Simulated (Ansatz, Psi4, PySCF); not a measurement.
Species: acetonitrile, C$_{2}$H$_{3}$N, charge 0, multiplicity 1. SMILES: C(#N)C
Structure (B3LYP-D3(BJ)/def2-TZVP (Ansatz, an electronic-structure program) minimum search):
```
C
H 1 1.0902
H 1 1.0902 2 108.78
H 1 1.0902 2 108.78 3 118.36
C 1 1.4544 2 110.15 3 -120.82
N 5 1.1493 3 150.78 1 180.00
```

Quantity: atomisation energy, in kcal/mol. Terms: 6-311+G** with 5d; no spin-orbit coupling; frozen cores in correlated levels; 6-31G* and kin with 6d, 5d where marked; open shells spin-unrestricted; atomisation electronic, to ground-state atoms; non-relativistic; dispersion terms only where a functional's name holds one. Basis-set limits of correlation are two-point, X^-3; Hartree-Fock from the larger set. The bracket is a focal-point correction in the basis named. Ab initio and DFT rows: single points at B3LYP-D3(BJ) geometries (Ansatz).

Coupled cluster (Ansatz) is a level with limits of its own, used here on species with T1 under 0.025 (0.045 for open shells) and stable references: RI-MP2/CBS(aug-cc-pVTZ,aug-cc-pVQZ)+[CCSD(T)-MP2]/aug-cc-pVTZ.

Value to compare with, RI-MP2/CBS(aug-cc-pVTZ,aug-cc-pVQZ)+[CCSD(T)-MP2]/aug-cc-pVTZ (Ansatz): 614.4 kcal/mol.

```tsv
level	program	atomisation energy (kcal/mol)	difference
HF/6-31G*	Ansatz	429.8	-184.6
HF/6-311+G**	Ansatz	429.2	-185.2
PBE/6-311+G**	Ansatz	631.4	17.0
BP86/6-31G* (5d)	PySCF	637.3	22.9
B3LYP/6-31G*	Ansatz	612.9	-1.5
B3LYP/6-31G**	Ansatz	615.6	1.2
B3LYP/def2-SVP	Ansatz	618.0	3.6
wB97X-D/6-311+G**	Psi4	609.1	-5.3
MP2/3-21G	Ansatz	537.1	-77.3
MP2/6-311+G**	Ansatz	591.1	-23.3
B2PLYP-D3(BJ)/def2-TZVPD	Ansatz + dftd3	613.7	-0.7
```

4 of the 10 habitual levels lie above RI-MP2/CBS(aug-cc-pVTZ,aug-cc-pVQZ)+[CCSD(T)-MP2]/aug-cc-pVTZ (Ansatz); their mean absolute difference is 52.2 kcal/mol, the median 19.9.

The levels are drawn from those run, B3LYP/6-31G* more often than the rest, none by its result; runs whose electronic state is in doubt are left out.
